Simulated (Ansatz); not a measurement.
Ansatz (a program for electronic structure) input (PBE/6-311+G**): The .json file is the Basis Set Exchange's 6-311+G**.

Ansatz 0.2 input:
```yaml
crystal:
  periodic: [false, false, false]
  atoms:
    - {symbol: C, position_ang: [0.02626120, 0.80023624, -0.00162620]}
    - {symbol: N, position_ang: [-0.02330573, -0.71017665, 0.00144319]}
    - {symbol: H, position_ang: [-0.99358514, 1.17371220, -0.00278660]}
    - {symbol: H, position_ang: [-0.51214923, -1.06595556, 0.82736530]}
    - {symbol: H, position_ang: [-0.51150715, -1.06933122, -0.82339698]}
    - {symbol: H, position_ang: [0.55255591, 1.12478962, 0.89126304]}
    - {symbol: H, position_ang: [0.55325085, 1.12113599, -0.89542565]}
    - {symbol: H, position_ang: [0.91700769, -1.11453191, 0.00263580]}
basis:
  gaussian:
    orbitals: 6-311+G__.json
hamiltonian:
  xc: {name: PBE}
total_charge: 1
output: {forces: true}
```

Problem. Predict the final energy.

Solution. -96.11099 Eh.
